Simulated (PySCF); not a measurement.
Species: HPO.
Geometry (PBE0-D3(BJ)/def2-TZVP, Å), atoms numbered from 1 in this order:
```
atom  x, y, z in Å
O1     1.2052   -0.0139    0.0017
P2    -0.1525    0.5712   -0.0129
H3    -1.0467   -0.5922   -0.0080
```

The closed-shell ground state was solved at several levels (PySCF, density fitting, gas phase, non-relativistic). Geometry: PBE0-D3(BJ)/def2-TZVP; no solvent, vibrations or thermal averaging.

| level | basis functions | total energy (Eh) | HOMO (eV) | LUMO (eV) | gap (eV) | dipole (D) |
| --- | --- | --- | --- | --- | --- | --- |
| CAM-B3LYP/aug-cc-pVTZ | 119 | -417.1788 | -9.00 | -2.18 | 6.82 | 2.42 |
| PBE0/aug-cc-pVTZ | 119 | -416.9801 | -7.61 | -3.35 | 4.26 | 2.28 |
| wB97X-D/aug-cc-pVTZ | 119 | -417.1621 | -9.50 | -1.49 | 8.01 | 2.33 |

Q: Estimate the row for PBE0/pcSseg-2, a basis of 93 functions; the other rows only guide the guess.

A: Total energy -416.9860 Eh, HOMO -7.57 eV, LUMO -3.29 eV, gap 4.28 eV, dipole 2.44 D.

Q: Over all these levels, which gives the widest orbital gap and which the narrowest?

A: wB97X-D/aug-cc-pVTZ (range-separated hybrid) has the widest, 8.01 eV, and PBE0/aug-cc-pVTZ (global hybrid, 25 % exact exchange) the narrowest, 4.26 eV. The two share the basis. From the narrowest to the widest the HOMO moves by -1.89 eV and the LUMO by +1.86 eV.

Q: How far do the dipole and the HOMO energy spread over the levels?

A: The dipole runs from 2.28 to 2.44 D (mean 2.37 D) and the HOMO from -9.50 to -7.57 eV.

wB97X-D is run here without its empirical dispersion term; that term would change no orbital, density or response property at a fixed geometry.
